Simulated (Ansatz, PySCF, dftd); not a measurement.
System: C2H6N, charge 0, doublet. C2H6N (SMILES CC[NH], doublet).
B3LYP-D3(BJ)/def2-TZVP minimum from Ansatz (a quantum-chemistry and plane-wave program):
```xyz
9

C      1.1323    -0.4026     0.0357
C     -0.0608     0.5582     0.0396
N     -1.3458    -0.0877     0.0127
H      2.0718     0.1510     0.0859
H      1.0877    -1.0737     0.8947
H      1.1429    -1.0096    -0.8726
H      0.0072     1.2100    -0.8483
H     -0.0183     1.2183     0.9100
H     -1.2993    -0.8157    -0.7109
```
Charge 0, spin multiplicity 2.

Property: enthalpy of formation at 298 K (by atomisation, with ideal-gas terms from PySCF's Hessian at B3LYP-D3(BJ)/def2-TZVP and the atoms' measured values of the G2/97 table; no spin-orbit terms), in kJ/mol. Open shells are spin-unrestricted; no spin-orbit coupling. Correlated methods leave the cores frozen. No relativity. Double hybrids freeze cores in their MP2 part. For partners of very few electrons the exact lower level stands in for a higher one.

```
level                               program  enthalpy of formation at 298 K (kJ/mol)
---------------------------  --------------  ---------------------------------------
PBE0/def2-TZVPD                      Ansatz                                    136.7
CAM-B3LYP-D3(BJ)/def2-TZVPD  Ansatz + dftd3                                    121.2
B2PLYP-D4/def2-TZVPD         Ansatz + dftd4                                    179.3
CCSD(T)/aug-cc-pVTZ                  Ansatz                                    219.5
CCSDT(Q)/cc-pVDZ                     Ansatz                                    401.1
```
